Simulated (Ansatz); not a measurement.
**C₂H₃F₃S: how energies converge with the basis set**

One table from this session's results is given with a row withheld; the runs are named, their logs left out.

Computed with Ansatz 0.2.0, Gaussian basis. Level: one geometry, several basis sets.

The runs, in order: PBE0-D4/def2-SVP; ωB97M-V/def2-SVP; PBE0-D4/def2-QZVPP; ωB97M-V/def2-QZVPP; the functionals' def2-TZVPP values are taken from earlier runs.

### The relaxed structure

The geometry comes from an earlier relaxation with PBE0-D4 in a triple-zeta def2 set; it is a stationary point, not always the lowest conformer.

9 atoms, charge 0, spin multiplicity 1.

Atoms are counted from 1 here; the program's logs count them from 0.

Bond lengths: F1–C2 1.336 Å, C2–F3 1.336 Å, C2–F4 1.340 Å, C2–C5 1.509 Å, C5–S6 1.813 Å, C5–H7 1.090 Å, C5–H8 1.090 Å, S6–H9 1.341 Å. Angles: F1–C2–F3 107.5°, F1–C2–F4 107.4°, F1–C2–C5 112.2°, F3–C2–F4 107.4°, F3–C2–C5 112.3°, F4–C2–C5 109.7°, C2–C5–S6 110.8°, C2–C5–H7 107.2°, C2–C5–H8 107.2°, S6–C5–H7 110.9°, S6–C5–H8 110.9°, H7–C5–H8 109.6°, C5–S6–H9 94.6°.

The first run:

Contents of in.yaml:

```yaml
crystal:
  periodic: [false, false, false]
  atoms:
    - {symbol: F, position_ang: [0.194558, -1.832421, 0.561913]}
    - {symbol: C, position_ang: [0.579359, -0.853535, -0.261705]}
    - {symbol: F, position_ang: [1.848112, -0.556479, 0.031658]}
    - {symbol: F, position_ang: [0.560562, -1.346913, -1.507889]}
    - {symbol: C, position_ang: [-0.324500, 0.351403, -0.178062]}
    - {symbol: S, position_ang: [-0.326901, 1.039072, 1.498976]}
    - {symbol: H, position_ang: [-1.323903, 0.026084, -0.467034]}
    - {symbol: H, position_ang: [0.044720, 1.082478, -0.897219]}
    - {symbol: H, position_ang: [-1.163506, 2.044112, 1.202260]}
basis:
  gaussian: {orbitals: def2-SVP}
hamiltonian: {xc: pbe0, dispersion: d4}
output: {orbitals: {seedname: orbitals}}
```

Launch:

```
$ ansatz run in.yaml --threads 4 --pin off --events-out ev --progress --plain --max-ram 10444MiB
```

Among the steps run: PBE0-D4 in def2-SVP; ωB97M-V in def2-SVP; PBE0-D4 in def2-QZVPP; ωB97M-V in def2-QZVPP.

One of the session's tables, all rows but one given; the rest of the session is left out.

It belongs to the step «Functionals by basis». 

```
functional       basis  HOMO (eV)  LUMO (eV)
   PBE0-D4    def2-SVP      -7.21       0.53
   PBE0-D4  def2-TZVPP      -7.38       0.04
   PBE0-D4  def2-QZVPP      -7.42      -0.16
   ωB97M-V    def2-SVP          ?          ?
   ωB97M-V  def2-TZVPP      -9.64       1.86
   ωB97M-V  def2-QZVPP      -9.69       1.38
```

Estimate the missing values for ωB97M-V, def2-SVP.

**Answer.** HOMO (eV): -9.46; LUMO (eV): 2.49. In the column «HOMO (eV)» it lies between ωB97M-V, def2-TZVPP (-9.64) and PBE0-D4, def2-QZVPP (-7.42).
